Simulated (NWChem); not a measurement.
# chlorine (Cl$_{2}$); SMILES ClCl

```xyz
2

Cl     0.0000     0.0000     1.0215
Cl     0.0000     0.0000    -1.0215
```
Atoms are numbered in this order, from 1.

All runs: NWChem. The geometry was optimised at B3LYP/6-31G* (spherical d). Solvent water, SMD (1 M gas to 1 M solution), gas-phase geometry.

```csv
level,basis functions,solvation free energy (kcal/mol),cavity-dispersion-structure term (kcal/mol),relative time
B3LYP/cc-pVDZ,36,0.4,0.8,1
B3LYP/aug-cc-pVDZ,54,0.4,0.8,2
B3LYP/cc-pVTZ,68,0.4,0.8,3
B3LYP/aug-cc-pVTZ,100,0.5,0.8,5
B3LYP/cc-pVQZ,118,0.5,0.8,9
```

Relative times are rough (shared machine, one core).
